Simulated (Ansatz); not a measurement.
in.yaml

```yaml
crystal:
  periodic: [false, false, false]
  atoms:
    - {symbol: Al, position_ang: [0.000000, -0.178374, 0.102922]}
    - {symbol: H, position_ang: [0.000000, 3.787428, -4.090930]}
    - {symbol: H, position_ang: [0.000000, 0.987467, 1.335802]}
basis:
  gaussian: {orbitals: aug-cc-pVDZ}
total_charge: -1
magnetization: {spin_polarized: true, initial_magnetization: 0}
correlation: {method: bccd, electrons: outside_noble_gas}
accuracy: high
output: {forces: true}
```

```sh
$ ansatz run in.yaml --threads 1 --pin off --events-out ev --progress --plain --max-ram 2393MiB
```

The program prints:

```
803 factors; integrals over basis functions are off by at most 2.9e-9 eV
mean field evaluation 1: about -6609.7182 eV, gradient 7.6e0 eV
mean field evaluation 2: about -6609.7190 eV, gradient 7.6e0 eV
mean field evaluation 4: about -6610.8628 eV, gradient 5.0e-1 eV
mean field evaluation 8: about -6610.8692 eV, gradient 3.9e-4 eV
mean field evaluation 16: about -6610.8802 eV, gradient 3.0e-1 eV
mean field evaluation 32: about -6610.9484 eV, gradient 9.8e-1 eV
mean field evaluation 64: about -6610.1141 eV, gradient 6.6e0 eV
mean field evaluation 96: about -6610.8692 eV, gradient 4.7e-7 eV
mean field evaluation 128: about -6610.9530 eV, gradient 1.1e-8 eV
mean field evaluation 160: about -6610.9515 eV, gradient 2.8e-1 eV
...
cycle  21  -3.11140879 eV  change   -5.1e-9 eV  update   5.6e-8
cycle  22  -3.11140882 eV  change   -3.1e-8 eV  update   3.6e-8
cycle  23  -3.11140856 eV  change    2.6e-7 eV  update   1.2e-7
cycle  24  -3.11140849 eV  change    7.0e-8 eV  update   5.3e-8
cycle  25  -3.11140848 eV  change    1.3e-8 eV  update   2.8e-8
cycle  26  -3.11140847 eV  change    3.7e-9 eV  update   1.4e-8
cycle  27  -3.11140847 eV  change   1.0e-10 eV  update   7.7e-9
cycle  28  -3.11140847 eV  change   -2.1e-9 eV  update   3.2e-9
cycle  29  -3.11140847 eV  change  -3.2e-11 eV  update   1.3e-9
cycle  30  -3.11140847 eV  change   3.2e-10 eV  update  6.9e-10
the calculation of the forces begins
Total energy: -6613.98062552 eV, -243.0593048709 hartree
Atom 0 at     0.000000    -0.178374     0.102922 Å, force    -0.000000     0.182453     0.094145 eV/Å
Atom 1 at     0.000000     3.787428    -4.090930 Å, force    -0.000000    -0.050602     0.056936 eV/Å
Atom 2 at     0.000000     0.987467     1.335802 Å, force     0.000000    -0.131851    -0.151081 eV/Å
Dipole moment:    -0.000000    -3.367897     3.621303 e Å
```

Forces (eV/Å):
```
Al   0.000  0.182  0.094
H    0.000 -0.051  0.057
H    0.000 -0.132 -0.151
```

Ran on 1 thread of Arm Neoverse V1, shared host: 22 s wall, 0.25 GiB peak host memory.
